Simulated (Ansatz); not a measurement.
## InH⁻, doublet in def2-SVPD: errors against full CI

Geometry: a point of a stretch scan, not a stationary point.

```xyz
2

In    0.0000    0.0000    0.0000
H     0.0000    0.0000    2.3560
```

Basis def2-SVPD with its core potentials; Ansatz 0.2.0. Correlated methods freeze the noble-gas cores and the filled d shells of p-block atoms, which leaves 5 electrons in 31 orbitals. Prefix R: restricted or restricted open-shell reference; prefix U: unrestricted. Active spaces: pair = (3e, 3o) about the gap; valence = (5e, 5o) chosen from the atoms' valence shells. No spin–orbit coupling is included; scalar relativity enters through the core potentials alone.

Full CI is exact within this basis and frozen core; it isn't the basis-set limit. The frozen core follows each run's orbitals, which can shift R against U totals by a few meV for light atoms and by up to 0.1 eV past Ca.

For open shells CISD is restricted-active-space CI with the open shells as a complete middle space.

The UHF ⟨S²⟩ is 0.771. The T1 diagnostic (RCCSD) is 0.0270 and the largest doubles amplitude (RCCSD) is 0.064.

```
                   level  E − E(full CI) (kJ/mol)  share of correlation (%)  wall time
                     RHF                    216.1                      0.00          –
                    RMP2                     63.5                     70.62          –
                    CISD                     14.6                     93.25     0.81 s
                   RCCSD                      7.2                     96.68          –
                RCCSD(T)                      2.0                     99.07      2.2 s
                 BCCD(T)                      2.0                     99.07      1.7 s
                  RCCSDT                      0.2                     99.92          –
               RCCSDT(Q)                      0.0                     99.99      4.4 s
     CASSCF (pair space)                    164.0                     24.11          –
     NEVPT2 (pair space)                     53.1                     75.41     0.99 s
     MRCISD (pair space)                      8.3                     96.16          –
   MRCISD+Q (pair space)                     -3.5                    101.61      1.2 s
  CASSCF (valence space)                    132.4                     38.71          –
  NEVPT2 (valence space)                     44.9                     79.24     0.96 s
  MRCISD (valence space)                      6.5                     96.99          –
MRCISD+Q (valence space)                     -0.6                    100.29      1.2 s
```

The correlation energy at full CI, counted from RHF, is -2.239 eV. That run took 8 s on 1 thread of Arm Neoverse V2, shared host over 522,431 determinants.

Run but not shown, since their state, orbitals or frozen core can't be matched to the reference's or they repeat it: UHF, UMP2, UCCSD, UCCSD(T), UCCSDT, UCCSDT(Q).

Times hold each run's SCF and search for its determinant on a shared host, so for small cases they say little of a method's own cost; they ran on 1 thread of Arm Neoverse V2. Some runs computed forces too.

Not variational, and here over 5 meV under the exact energy: MRCISD+Q (pair space), MRCISD+Q (valence space).

The full-CI state has the irrep B1 of C2v, in the program's axes (one component, if the state is degenerate).

Natural occupations of full CI about the gap: 1.927 1.887 0.981 0.069 0.047 0.013 0.013 0.012 0.009 0.009; effectively unpaired electrons, Σ n²(2−n)², 1.09.
